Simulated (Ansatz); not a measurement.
Geometry optimisation, Ansatz, RKS PBE/cc-pVDZ.

Input:

```yaml
crystal:
  periodic: [false, false, false]
  atoms:
    - { symbol: Al, position_ang: [0.205495, 0.099397, -0.003386] }
    - { symbol: C, position_ang: [0.984978, -0.113162, 1.771649] }
    - { symbol: H, position_ang: [0.480861, -0.404949, 2.717239] }
    - { symbol: H, position_ang: [1.830821, -0.813355, 1.592846] }
    - { symbol: H, position_ang: [1.456571, 0.883982, 1.925181] }
    - { symbol: H, position_ang: [1.654612, 0.486691, -0.421262] }
    - { symbol: "N", position_ang: [-1.370541, -0.021438, -0.849467] }
    - { symbol: H, position_ang: [-2.251799, -0.291273, -0.405414] }
    - { symbol: H, position_ang: [-1.526298, 0.174106, -1.841386] }
basis:
  gaussian: { orbitals: cc-pVDZ }
hamiltonian:
  xc: pbe
relax:
  f_tol: 0.03
  max_steps: 50
```

Launched with:

```bash
$ ansatz run input.yaml --threads 1 --pin off --max-ram 2048MiB --backend cpu --events-out ev --progress --plain --runs-dir out
```

**Question.** Where does it end, and by what steps?

**Answer.** It converged. After 8 steps the energy has fallen by 0.712 eV; H6 moved furthest, 0.85 Å.

| step | energy less start (eV) | largest force component (eV/Å) | accepted |
| --- | --- | --- | --- |
| 0 | 0.0000 | 1.632 | yes |
| 1 | -0.3223 | 0.849 | yes |
| 2 | -0.4976 | 0.377 | yes |
| 3 | -0.6312 | 0.187 | yes |
| 4 | -0.6951 | 0.356 | yes |
| 5 | -0.7002 | 0.724 | yes |
| 6 | -0.7115 | 0.055 | yes |
| 7 | -0.7120 | 0.044 | yes |
| 8 | -0.7123 | 0.017 | yes |

```xyz
9
Properties=species:S:1:pos:R:3
Al 0.495 0.193 -0.116
C 0.952 -0.112 1.780
H 0.080 -0.421 2.392
H 1.731 -0.899 1.879
H 1.377 0.808 2.237
H 1.547 0.635 -1.246
N -1.203 -0.023 -0.683
H -2.002 -0.300 -0.107
H -1.511 0.119 -1.650
```

Whether the end is a true minimum wasn't checked by a vibrational analysis.

The run took 24 s on 1 thread of Arm Neoverse V1 (shared host), peak memory 0.12 GiB.
